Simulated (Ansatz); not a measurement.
**AlH₃MgO: one structure at several levels**

One table from this session's results is given with a row withheld; the runs are named, their logs left out.

The runs use Ansatz 0.2.0, Gaussian basis; single points in def2-TZVPP.

Cores are frozen in the correlated methods. The outer core shell of Li, Na, Mg and K is correlated.

## Starting geometry

SMILES `[MgH][O][AlH2]`, 6 atoms, charge 0, spin multiplicity 1.

Atoms are counted from 1 here; the program's logs count them from 0.

Bond lengths: Mg1–O2 1.838 Å, Mg1–H4 1.588 Å, O2–Al3 1.704 Å, Al3–H5 1.636 Å, Al3–H6 1.638 Å. Angles: O2–Mg1–H4 155.5°, Mg1–O2–Al3 172.8°, O2–Al3–H5 122.8°, O2–Al3–H6 118.9°, H5–Al3–H6 118.3°.

As a file:

```csv
atom,x (Å),y (Å),z (Å)
Mg1,-1.85955,-0.29705,-0.91751
O2,-0.29041,0.11299,-0.05308
Al3,1.25398,0.34019,0.63090
H4,-3.31249,-0.00859,-1.48841
H5,2.54974,0.81703,-0.24618
H6,1.45136,0.09813,2.23857
```

The first run:

run/in.yaml

```yaml
crystal:
  periodic: [false, false, false]
  atoms:
    - {symbol: Mg, position_ang: [-1.859548, -0.297045, -0.917508]}
    - {symbol: O, position_ang: [-0.290410, 0.112987, -0.053078]}
    - {symbol: Al, position_ang: [1.253979, 0.340193, 0.630897]}
    - {symbol: H, position_ang: [-3.312487, -0.008587, -1.488407]}
    - {symbol: H, position_ang: [2.549741, 0.817032, -0.246181]}
    - {symbol: H, position_ang: [1.451363, 0.098133, 2.238574]}
basis:
  gaussian: {orbitals: def2-TZVPP}
hamiltonian: {xc: pbe, dispersion: d4}
output: {forces: true}
```

The run is started by

```bash
> ansatz run in.yaml --threads 2 --pin off --events-out ev --progress --plain --max-ram 3481MiB
```

Among the steps run: PBE-D4/def2-TZVPP; r2SCAN-D4/def2-TZVPP; PBE0-D4/def2-TZVPP; wB97M-V/def2-TZVPP; CCSD(T)/def2-TZVPP.

One of the session's tables, all rows but one given; the rest of the session is left out.

```
   method  RMS force component (eV/Å)  angle to CCSD(T) forces (°)  dipole (D)
   PBE-D4                       0.513                          9.8        2.39
r2SCAN-D4                       0.577                          4.2        2.44
  PBE0-D4                       0.583                          6.2        2.43
  wB97M-V                           ?                            ?           ?
  CCSD(T)                       0.540                    reference        2.48
```

**Question.** Estimate the row for wB97M-V.

The run gave: RMS force component (eV/Å): 0.556; angle to CCSD(T) forces (°): 3.7; dipole (D): 2.44. In the column «RMS force component (eV/Å)» it lies between CCSD(T) (0.540) and r2SCAN-D4 (0.577).
